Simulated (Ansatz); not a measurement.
# Relaxing Ni

Computed with DFT r2SCAN, scalar-relativistic, plane waves, PAW (Ansatz 0.2.0). Cutoff 500 eV, Γ-centred k mesh, Gaussian smearing, collinear spin, first started from parallel moments.

A relaxed cell is given with its space group left out.

```xyz
8
Lattice="4.4129 0.0000 0.0000 0.0000 4.4129 0.0000 0.0000 0.0000 4.4129" Properties=species:S:1:pos:R:3 pbc="T T T"
Ni    2.2065    2.2065    2.2065
Ni    0.0000    0.0000    0.0000
Ni    1.1032    0.0000    2.2065
Ni    2.2065    1.1032    0.0000
Ni    2.2065    3.3097    0.0000
Ni    3.3097    0.0000    2.2065
Ni    0.0000    2.2065    3.3097
Ni    0.0000    2.2065    1.1032
```

Energies count from the standard state of Ni at the same level.

Problem. What space group does it have?

Solution. Pm-3n (No. 223). Conventional cell: a = 4.413 Å. Ni on Wyckoff site a (2 atoms of the primitive cell) has 12 Ni at 2.47 Å; Ni on Wyckoff site c (6 atoms of the primitive cell) has 2 Ni at 2.21 Å, 4 Ni at 2.47 Å and 8 Ni at 2.70 Å.

Problem. How far above the standard state of Ni does it lie?

Solution. 0.17 eV/atom.

Problem. Is it a metal?

Solution. Yes, bands cross the Fermi level on the 8×8×8 mesh.

Problem. What net moment does it keep?

Solution. 0.69 μB per atom, with site moments up to 0.78 μB.

The final run used a 8×8×8 mesh on its 8-atom cell and 0.10 eV smearing. For metals, differences of a few meV/atom aren't resolved. The magnetic state reached may not be the lowest. The cell came from a trial start, so Ni may not exist in this structure.